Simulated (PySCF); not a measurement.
# `c1cc(F)sc1`, C$_{4}$H$_{3}$FS

Molfile (atoms numbered from 1):
```
C4H3FS
     RDKit          3D

  9  9  0  0  0  0  0  0  0  0999 V2000
    1.9674   -1.4903    0.9149 F   0  0  0  0  0  0  0  0  0  0  0  0
    0.9114   -0.7874    0.5165 C   0  0  0  0  0  0  0  0  0  0  0  0
    0.8958    0.2297   -0.3732 C   0  0  0  0  0  0  0  0  0  0  0  0
   -0.4337    0.7291   -0.5423 C   0  0  0  0  0  0  0  0  0  0  0  0
   -1.3480    0.0778    0.2177 C   0  0  0  0  0  0  0  0  0  0  0  0
   -0.6356   -1.1673    1.1660 S   0  0  0  0  0  0  0  0  0  0  0  0
    1.7774    0.6006   -0.8797 H   0  0  0  0  0  0  0  0  0  0  0  0
   -0.6873    1.5462   -1.2077 H   0  0  0  0  0  0  0  0  0  0  0  0
   -2.4130    0.2582    0.2776 H   0  0  0  0  0  0  0  0  0  0  0  0
  1  2  1  0
  2  3  2  0
  3  4  1  0
  4  5  2  0
  5  6  1  0
  6  2  1  0
  3  7  1  0
  4  8  1  0
  5  9  1  0
M  END
```

Level of theory: PySCF 2.14.0, UKS LC-wPBE/6-31G* four-point reorganisation energy, gas phase. Geometry: LC-wPBE/6-31G*.

(1) What is the inner reorganisation energy for hole transfer, with the ionisation energy?

Answers

(1) λ = 0.328 (surface of the oxidised species) + 0.313 (surface of the starting species) = 0.641 eV. The ionisation energy is 8.91 eV vertical and 8.59 eV adiabatic without zero-point energy; at the relaxed geometry of the oxidised species the two energies differ by 8.27 eV. Largest bond changes: C2–C3 1.351 → 1.413 Å, C3–C4 1.430 → 1.369 Å, C4–C5 1.356 → 1.415 Å, F1–C2 1.330 → 1.282 Å, C5–S6 1.720 → 1.704 Å. ⟨S²⟩ of the relaxed oxidised species 0.779.
